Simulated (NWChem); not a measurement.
Species: SiH3 cation

```xyz
4

Si     0.0000     0.0000     0.0000
H      1.1933    -0.8948     0.0000
H     -1.3716    -0.5861     0.0000
H      0.1782     1.4809     0.0000
```
Atoms are numbered in this order, from 1.

Results from NWChem. The geometry was optimised at PBE-D3(BJ)/def2-SVP. Hartree-Fock couplings suffer from near triplet instabilities. Isotropic indirect couplings, all four terms, static geometry, non-relativistic.

Problem. Predict the results for Hartree-Fock/pcJ-1. Quantities: J(29Si atom 1, 1H atom 2) (Hz); J(1H atom 2, 1H atom 3) (Hz).

Solution. The J(29Si atom 1, 1H atom 2) (Hz) is -383.3 and the J(1H atom 2, 1H atom 3) (Hz) is 51.0.
